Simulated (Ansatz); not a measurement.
Molecular dynamics of H₂S₂

The input (input.yaml):

```yaml
crystal:
  periodic: [false, false, false]
  atoms:
    - { symbol: S, position_ang: [0.809984, -0.826025, 0.160207] }
    - { symbol: S, position_ang: [0.0706, 1.128845, 0.064656] }
    - { symbol: H, position_ang: [-0.214894, -1.389133, 0.874072] }
    - { symbol: H, position_ang: [-0.61019, 1.026012, -1.119235] }
basis:
  gaussian: { orbitals: def2-SVP }
hamiltonian:
  xc: pbe
  dispersion: d4
md:
  timestep: 0.5
  n_steps: 250
  ensemble: nve
  temperature: 300.0
  initial_velocities: maxwell_boltzmann
  seed: 719307
  masses: [{ species: H, mass: 2.014 }]
scf:
  lower_state_search: "off"
```

Run as:

```bash
$ ansatz run input.yaml --threads 1 --pin off --max-ram 2048MiB --backend cpu --events-out ev --progress --plain --runs-dir out
```

It starts from a relaxed structure.

Output, in part (one step line in 9, the closing report, with atoms numbered from 0):

```
md step     0: t =     0.00 fs  T =   300.0 K  F+E_penalty+E_count = -21686.99748676 eV  E_kin = 0.077556 eV  conserved = -21686.91993076 eV  (12 SCF iters)
md step     9: t =     4.50 fs  T =   186.5 K  F+E_penalty+E_count = -21686.96800214 eV  E_kin = 0.048217 eV  conserved = -21686.91978531 eV  (16 SCF iters)
md step    18: t =     9.00 fs  T =   163.9 K  F+E_penalty+E_count = -21686.96226647 eV  E_kin = 0.042368 eV  conserved = -21686.91989803 eV  (16 SCF iters)
md step    27: t =    13.50 fs  T =    36.7 K  F+E_penalty+E_count = -21686.92923933 eV  E_kin = 0.009479 eV  conserved = -21686.91976027 eV  (12 SCF iters)
md step    36: t =    18.00 fs  T =   115.0 K  F+E_penalty+E_count = -21686.94962361 eV  E_kin = 0.029722 eV  conserved = -21686.91990123 eV  (16 SCF iters)
md step    45: t =    22.50 fs  T =   104.2 K  F+E_penalty+E_count = -21686.94671965 eV  E_kin = 0.026939 eV  conserved = -21686.91978101 eV  (13 SCF iters)
md step    54: t =    27.00 fs  T =   212.7 K  F+E_penalty+E_count = -21686.97489918 eV  E_kin = 0.054987 eV  conserved = -21686.91991175 eV  (16 SCF iters)
md step    63: t =    31.50 fs  T =   142.0 K  F+E_penalty+E_count = -21686.95650907 eV  E_kin = 0.036720 eV  conserved = -21686.91978859 eV  (13 SCF iters)
md step    72: t =    36.00 fs  T =   165.4 K  F+E_penalty+E_count = -21686.96266321 eV  E_kin = 0.042757 eV  conserved = -21686.91990613 eV  (18 SCF iters)
md step    81: t =    40.50 fs  T =    73.9 K  F+E_penalty+E_count = -21686.93887165 eV  E_kin = 0.019104 eV  conserved = -21686.91976750 eV  (12 SCF iters)
md step    90: t =    45.00 fs  T =   166.4 K  F+E_penalty+E_count = -21686.96290523 eV  E_kin = 0.043012 eV  conserved = -21686.91989356 eV  (18 SCF iters)
md step    99: t =    49.50 fs  T =   162.3 K  F+E_penalty+E_count = -21686.96173818 eV  E_kin = 0.041947 eV  conserved = -21686.91979085 eV  (15 SCF iters)
md step   108: t =    54.00 fs  T =   245.5 K  F+E_penalty+E_count = -21686.98338232 eV  E_kin = 0.063467 eV  conserved = -21686.91991539 eV  (15 SCF iters)
md step   117: t =    58.50 fs  T =   146.9 K  F+E_penalty+E_count = -21686.95776795 eV  E_kin = 0.037980 eV  conserved = -21686.91978784 eV  (15 SCF iters)
md step   126: t =    63.00 fs  T =   152.9 K  F+E_penalty+E_count = -21686.95942422 eV  E_kin = 0.039540 eV  conserved = -21686.91988423 eV  (18 SCF iters)
md step   135: t =    67.50 fs  T =    87.1 K  F+E_penalty+E_count = -21686.94229050 eV  E_kin = 0.022509 eV  conserved = -21686.91978120 eV  (13 SCF iters)
md step   144: t =    72.00 fs  T =   177.0 K  F+E_penalty+E_count = -21686.96564858 eV  E_kin = 0.045751 eV  conserved = -21686.91989796 eV  (16 SCF iters)
md step   153: t =    76.50 fs  T =   158.4 K  F+E_penalty+E_count = -21686.96075570 eV  E_kin = 0.040956 eV  conserved = -21686.91979955 eV  (16 SCF iters)
md step   162: t =    81.00 fs  T =   203.0 K  F+E_penalty+E_count = -21686.97238430 eV  E_kin = 0.052489 eV  conserved = -21686.91989574 eV  (15 SCF iters)
md step   171: t =    85.50 fs  T =   107.2 K  F+E_penalty+E_count = -21686.94751390 eV  E_kin = 0.027712 eV  conserved = -21686.91980204 eV  (16 SCF iters)
md step   180: t =    90.00 fs  T =    94.3 K  F+E_penalty+E_count = -21686.94425962 eV  E_kin = 0.024377 eV  conserved = -21686.91988283 eV  (16 SCF iters)
md step   189: t =    94.50 fs  T =    30.2 K  F+E_penalty+E_count = -21686.92759522 eV  E_kin = 0.007818 eV  conserved = -21686.91977729 eV  (12 SCF iters)
md step   198: t =    99.00 fs  T =   132.8 K  F+E_penalty+E_count = -21686.95419984 eV  E_kin = 0.034322 eV  conserved = -21686.91987792 eV  (16 SCF iters)
md step   207: t =   103.50 fs  T =   178.9 K  F+E_penalty+E_count = -21686.96604829 eV  E_kin = 0.046244 eV  conserved = -21686.91980400 eV  (16 SCF iters)
md step   216: t =   108.00 fs  T =   284.1 K  F+E_penalty+E_count = -21686.99334604 eV  E_kin = 0.073437 eV  conserved = -21686.91990929 eV  (16 SCF iters)
md step   225: t =   112.50 fs  T =   207.2 K  F+E_penalty+E_count = -21686.97337162 eV  E_kin = 0.053561 eV  conserved = -21686.91981046 eV  (16 SCF iters)
md step   234: t =   117.00 fs  T =   164.3 K  F+E_penalty+E_count = -21686.96235796 eV  E_kin = 0.042482 eV  conserved = -21686.91987566 eV  (18 SCF iters)
md step   243: t =   121.50 fs  T =    62.0 K  F+E_penalty+E_count = -21686.93582695 eV  E_kin = 0.016031 eV  conserved = -21686.91979557 eV  (18 SCF iters)
md step   250: t =   125.00 fs  T =    74.9 K  F+E_penalty+E_count = -21686.93916758 eV  E_kin = 0.019353 eV  conserved = -21686.91981424 eV  (18 SCF iters)
Total energy: -21686.93918740 eV, -796.9803152014 hartree
Atom 0 at     0.811655    -0.805968     0.165247 Å, force    -0.436269    -0.677922     0.064581 eV/Å
Atom 1 at     0.078531     1.101004     0.059151 Å, force     0.214453     1.049243     0.632939 eV/Å
Atom 2 at    -0.290889    -1.340070     0.814457 Å, force     0.440940    -0.079906    -0.128903 eV/Å
Atom 3 at    -0.687040     1.100859    -1.052210 Å, force    -0.219123    -0.291415    -0.568618 eV/Å
Dipole moment:    -0.268992    -0.118772    -0.078513 e Å
```

The run went to its last step. The conserved energy stayed within 0.043 meV per atom of its start (net change 0.029 meV per atom), so the integration is sound. The temperature averaged 0.48 of the 300 K drawn at the start: a run that starts near a minimum puts about half its kinetic energy into the potential. A run of 0.12 ps of so small a system gives no equilibrium averages.

The same pairs are bonded in the first frame and the last. Pairs count as bonded within 1.25 times the sum of covalent radii (0.12 Å more for H–H).

Last frame:

```xyz
4
Properties=species:S:1:pos:R:3
S 0.812 -0.806 0.165
S 0.079 1.101 0.059
H -0.291 -1.340 0.815
H -0.687 1.101 -1.052
```

Time of the run: 120 s on 1 thread of Arm Neoverse V1 (shared host), peak memory 0.085 GiB.
